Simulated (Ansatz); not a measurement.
Geometry optimisation, UKS PBE-D4/def2-SVP in Ansatz 0.2.0.

Input file:

```yaml
crystal:
  periodic: [false, false, false]
  atoms:
    - { symbol: O, position_ang: [0.3543, 0.2775, -2.7519] }
    - { symbol: H, position_ang: [-0.3571, -0.2956, -3.0611] }
    - { symbol: C, position_ang: [-0.0184, -0.0115, 1.3619] }
    - { symbol: Cl, position_ang: [0.1614, 0.1341, -0.6028] }
    - { symbol: H, position_ang: [-0.4717, 0.9036, 1.7144] }
    - { symbol: H, position_ang: [0.9754, -0.1407, 1.7677] }
    - { symbol: H, position_ang: [-0.6438, -0.8675, 1.5718] }
total_charge: -1
magnetization:
  spin_polarized: true
basis:
  gaussian: { orbitals: def2-SVP }
hamiltonian:
  xc: pbe
  dispersion: d4
relax:
  f_tol: 0.02
  max_steps: 40
```

Run as:

```bash
$ ansatz run input.yaml --threads 1 --pin off --max-ram 2048MiB --backend cpu --events-out ev --progress --plain --runs-dir out
```

Q: Where does it end, and by what steps?

A: The run converged. Limits of this set-up: an anion without diffuse functions, the dipole of an ion depends on the origin. After 4 steps the energy has fallen by 0.117 eV; O1 moved furthest, 0.12 Å.

| step | energy less start (eV) | largest force component (eV/Å) | accepted |
| --- | --- | --- | --- |
| 0 | 0.0000 | 0.863 | yes |
| 1 | -0.0996 | 0.273 | yes |
| 2 | -0.1140 | 0.272 | yes |
| 3 | -0.1167 | 0.085 | yes |
| 4 | -0.1168 | 0.015 | yes |

```xyz
7
Properties=species:S:1:pos:R:3
O 0.380 0.299 -2.872
H -0.380 -0.313 -2.976
C -0.018 -0.011 1.349
Cl 0.188 0.151 -0.662
H -0.489 0.911 1.755
H 0.980 -0.150 1.818
H -0.661 -0.886 1.588
```

Time of the run: 15 s on 1 thread of Arm Neoverse V1 (shared host), peak memory 0.13 GiB.
